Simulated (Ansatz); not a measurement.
A made-up structure of BSiH4O (charge -1), closed shell:

```
atom    x (Å)    y (Å)    z (Å)
  O1  -1.6396  -1.5334   1.5801
  B2   0.2950   0.7183  -0.0978
 Si3  -0.5420  -1.1917   0.2342
  H4  -0.0992  -2.1104  -0.7539
  H5   1.4446   0.7479  -0.1063
  H6   0.0229   1.5658   0.6303
  H7   0.0581   1.1778  -1.1250
```

It is relaxed with PBE-D4/def2-SVPD and then PBE0-D4/def2-TZVPD (Ansatz 0.2.0). Atoms count as bonded within 1.22 times the sum of their covalent radii (H–H: 0.88 Å). The end point is not checked to be a true minimum.

Q: Does its bonding change? (Judge from chemistry; the calculation decides.)

A: Computed: No: no bond forms or breaks.

Where it ends: The first stage lowers the energy by 1.44 eV in 6 steps. It ends as BSiH₄O ([BH3][SiH][O]), total charge -1:
```
7
angstrom
O -1.4964 -1.5675 1.3714
B 0.2820 0.7778 -0.0546
Si -0.5350 -0.9741 0.3163
H -0.1079 -2.0350 -0.7105
H 1.4822 0.5125 -0.0695
H -0.0124 1.6658 0.7203
H -0.0726 0.9948 -1.2118
```

Labels in which every atom is bracketed show which atoms are joined, not bond orders.

For scale, one of the runs: PBE0-D4/def2-TZVPD relaxation, 156 basis functions, launched by `ansatz run in.yaml --threads 2 --pin off --events-out ev --progress --plain --max-ram 4352MiB`. Hardware: 2 CPU threads of an Intel Xeon Platinum 8375C, shared host. Wall time about 12 s.
